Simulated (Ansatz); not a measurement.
Reaction (SMILES): O (H2O) → H2O+ (doublet, bonded as O) + e-
B3LYP-D3(BJ)/def2-TZVP geometries, fixed; electronic energies without zero-point terms.

The adiabatic ionisation energy at MP2 with Ansatz (an electronic-structure program), in eV, split into its Hartree-Fock and correlation parts. Cores are frozen. Open shells are unrestricted. No added dispersion term, no relativity. Functions are those of the species that has most.

```csv
basis,X,functions,Hartree-Fock,MP2
aug-cc-pVDZ,2,41,10.977,12.612
aug-cc-pVTZ,3,92,10.945,12.773
aug-cc-pVQZ,4,172,10.945,12.848
```

Worked estimate of the basis-set limit from each neighbouring pair, with Hartree-Fock from the larger set and the correlation part extrapolated as X^-3.
Correlation parts: X = 2: 1.635, X = 3: 1.828, X = 4: 1.903.
- (2,3): (27·(1.828) - 8·(1.635))/19 = 1.909; with Hartree-Fock 10.945 the estimate is 12.854 eV.
- (3,4): (64·(1.903) - 27·(1.828))/37 = 1.958; with Hartree-Fock 10.945 the estimate is 12.903 eV.
The last two estimates differ by 0.048 eV; the largest set lies 0.055 from the last. Over the last step Hartree-Fock moves by 0.000 and the correlation part by 0.075.
